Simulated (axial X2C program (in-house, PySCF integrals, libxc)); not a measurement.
**Outer orbitals of PN⁺ at 1.481 Å, HF**

Calculated with an in-house all-electron X2C program for linear molecules (integrals from PySCF). Spin-free means the one-electron spin-free X2C Hamiltonian; two-component (2c) means X2C with spin–orbit coupling and atomic mean-field two-electron Coulomb and Gaunt terms, so the difference of the two also holds small scalar two-electron terms. Basis: P dyall-v3z [8s7p2d1f], N dyall-av3z [7s7p3d2f] (cores contracted in-house); Gaussian nuclei, density fitting, unrestricted open shells. Masses: P 30.974 u, N 14.003 u.

The distance is close to the 2c PBE0 minimum; the highest filled and lowest empty levels are listed.

Spin-free orbitals, state M_S = 1/2, Λ = 0 (beyond evenly filled blocks: σα) (Löwdin shares):

| symmetry | occupied | ε (eV) | atomic character |
| --- | --- | --- | --- |
| σα | yes | -29.52 | 70% N p, 16% P s, 10% N s |
| σβ | yes | -24.61 | 39% P s, 26% P p, 14% N s |
| π-α | yes | -24.40 | 83% N p, 9% P p, 5% P d |
| π+α | yes | -24.40 | 83% N p, 9% P p, 5% P d |
| σα | yes | -22.88 | 37% P p, 36% P s, 17% N p |
| π+β | yes | -20.18 | 49% P p, 40% N p, 7% N d |
| π-β | yes | -20.18 | 49% P p, 40% N p, 7% N d |
| σβ | no | -8.16 | 54% N p, 22% N s, 16% P p |
| π-α | no | -6.13 | 67% P p, 13% N d, 9% N p |
| π+α | no | -6.13 | 67% P p, 13% N d, 9% N p |
| π+β | no | -5.63 | 38% N p, 29% P p, 21% P d |
| π-β | no | -5.63 | 38% N p, 29% P p, 21% P d |

Spinors with spin–orbit coupling (state Ω = 1/2):

```json
{"ω": "1/2", "occupied": "yes", "ε (eV)": "-29.52", "atomic character": "70% N p, 16% P s, 10% N s", "λ mixture": "100% σ"}
{"ω": "-1/2", "occupied": "yes", "ε (eV)": "-24.60", "atomic character": "39% P s, 26% P p, 14% N s", "λ mixture": "100% σ"}
{"ω": "-1/2", "occupied": "yes", "ε (eV)": "-24.40", "atomic character": "83% N p, 9% P p, 5% P d", "λ mixture": "100% π"}
{"ω": "3/2", "occupied": "yes", "ε (eV)": "-24.38", "atomic character": "83% N p, 9% P p, 5% P d", "λ mixture": "100% π"}
{"ω": "1/2", "occupied": "yes", "ε (eV)": "-22.88", "atomic character": "37% P p, 36% P s, 17% N p", "λ mixture": "100% σ"}
{"ω": "1/2", "occupied": "yes", "ε (eV)": "-20.19", "atomic character": "49% P p, 40% N p, 7% N d", "λ mixture": "100% π"}
{"ω": "-3/2", "occupied": "yes", "ε (eV)": "-20.16", "atomic character": "49% P p, 40% N p, 7% N d", "λ mixture": "100% π"}
{"ω": "-1/2", "occupied": "no", "ε (eV)": "-8.16", "atomic character": "54% N p, 22% N s, 16% P p", "λ mixture": "100% σ"}
{"ω": "-1/2", "occupied": "no", "ε (eV)": "-6.14", "atomic character": "67% P p, 13% N d, 9% N p", "λ mixture": "100% π"}
{"ω": "3/2", "occupied": "no", "ε (eV)": "-6.11", "atomic character": "67% P p, 13% N d, 9% N p", "λ mixture": "100% π"}
{"ω": "1/2", "occupied": "no", "ε (eV)": "-5.63", "atomic character": "39% N p, 29% P p, 21% P d", "λ mixture": "100% π"}
{"ω": "-3/2", "occupied": "no", "ε (eV)": "-5.63", "atomic character": "38% N p, 29% P p, 21% P d", "λ mixture": "100% π"}
```

Mulliken charges and populations of the two-component result (they depend on the basis, above all on diffuse functions):

P 0.76 e (s 5.80 p 8.19 d 0.22 f 0.03), N 0.24 e (s 3.45 p 3.24 d 0.07 f 0.01). ⟨Lz⟩ = 0.00 ħ and ⟨Sz⟩ = 0.50 ħ (-0.47 and 0.97 on the two atoms), which add up to Ω.

The state is a single determinant with fixed occupations, the lowest that a limited PBE0 search found. The determinant is spin-polarised beyond a pure state at some levels (its spin-free form has ⟨S²⟩ too high), which makes Re and μ there less reliable.
